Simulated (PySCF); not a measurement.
Compound: lithium hydroxide, HLiO.
SMILES: `[Li][OH]`

The calculation used TDDFT PBE0/def2-SVPD, vertical, gas phase, core orbitals frozen in the response in PySCF. Geometry: PBE0-D3(BJ)/def2-SVP; no solvent, vibrations or thermal averaging.

| state | λ (nm) | E (eV) | f | \|μ\| (D) | symmetry | main configurations (H = HOMO, L = LUMO) |
| --- | --- | --- | --- | --- | --- | --- |
| S1 | 284.3 | 4.36 | 0.029 | 1.32 | Π | H-1/H→L (98%) |
| S2 | 284.3 | 4.36 | 0.029 | 1.32 | Π | H-1/H→L (98%) |
| S3 | 207.7 | 5.97 | 0.0000 | 0.00 | – | H-1/H→L+1/L+2 (≥95%) |
| S4 | 207.7 | 5.97 | 0.0000 | 0.00 | – | H-1/H→L+1/L+2 (≥95%) |
| S5 | 206.7 | 6.00 | 0.0000 | 0.00 | – | H-1/H→L+1/L+2 (≥93%) |
| S6 | 203.7 | 6.09 | 0.052 | 1.50 | Π | H-1/H→L+3 (≥95%) |
| S7 | 203.7 | 6.09 | 0.052 | 1.50 | Π | H-1/H→L+3 (≥95%) |
| S8 | 192.1 | 6.45 | 0.048 | 1.40 | Σ+ | H-1/H→L+1/L+2 (≥94%) |
| S9 | 172.4 | 7.19 | 0.0049 | 0.42 | Π | H-1/H→L+4 (98%) |
| S10 | 172.4 | 7.19 | 0.0049 | 0.42 | Π | H-1/H→L+4 (98%) |

Triplets (Tamm–Dancoff): T1 4.27 eV, H-1/H→L (≥96%); T2 4.27 eV, H-1/H→L (≥96%); T3 5.64 eV, H-1/H→L+1/L+2 (≥90%).

The lowest singlet level (S1/S2) comes at 284 nm (421 kJ/mol) in the ultraviolet; it is of moderate strength. The strongest level in the table is S6/S7 at 6.09 eV (204 nm, f = 0.104 summed). S1/S2, S3/S4, S6/S7 and S9/S10 lie within about 0.01 eV of each other in each set; the point group C∞v has degenerate representations, and within a degenerate level the listed configurations can mix freely. Löwdin shares by element: HOMO (one of a set within 0.03 eV) oxygen 87%, hydrogen 8%, lithium 5%; LUMO lithium 92%, oxygen 7%. The oscillator strengths of these states sum to 0.219; summed over the whole spectrum of an exact calculation they would give the number of electrons, 12 (Thomas–Reiche–Kuhn). Weighted by f, the mean energy of these states is 5.76 eV. The listed states span 2.83 eV, and the widest gap between neighbours is 1.61 eV (S2 to S3). No computed singlet lies in the visible range (380 to 750 nm); the lowest, at 284 nm, stands 1.10 eV above its violet end (3.26 eV). The vertical ionisation energy (ΔSCF) is 9.29 eV, 2.10 eV above S10. Symmetry labels in C∞v follow from the direction of the transition dipole and are given only for states with f of 0.002 or more. Orbitals of the list HOMO-3 to LUMO+2 that lie within 0.01 eV of each other are written together with a slash and their weights summed (≥ marks a lower bound); for degenerate orbitals outside that list single weights are arbitrary. The window holds the lowest 10 singlets.

The run took 1.0 s wall on x86-64 server, one thread, no GPU (shared host).
